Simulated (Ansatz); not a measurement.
Two shapes of doublet BH2.

Shape 1:

```xyz
3

H     0.0000    0.1867   -1.1744
B     0.0000   -0.3734    0.0000
H     0.0000    0.1867    1.1744
```

Shape 2:

```xyz
3

H     0.0000    0.1729   -1.0874
B     0.0000   -0.3457    0.0000
H     0.0000    0.1729    1.0874
```

Basis set: def2-SVP (spherical functions). Correlated methods keep 1 orbital frozen. Correlation on ROHF uses semicanonical orbitals with singles. Charge 0, multiplicity 2.

Computed with Ansatz (development build ahead of 0.2.0); each method stands on the lowest determinant of its kind that the runs found.

(1) Which shape is lower in energy, and by how much in each method?

Results:

(1)

```
     method  E(2) − E(1) (eV)
       ROHF            -0.250
        UHF            -0.251
   ROHF-MP2            -0.229
    UHF-MP2            -0.230
UHF-CCSD(T)            -0.203
```

Shape 2 is lower.
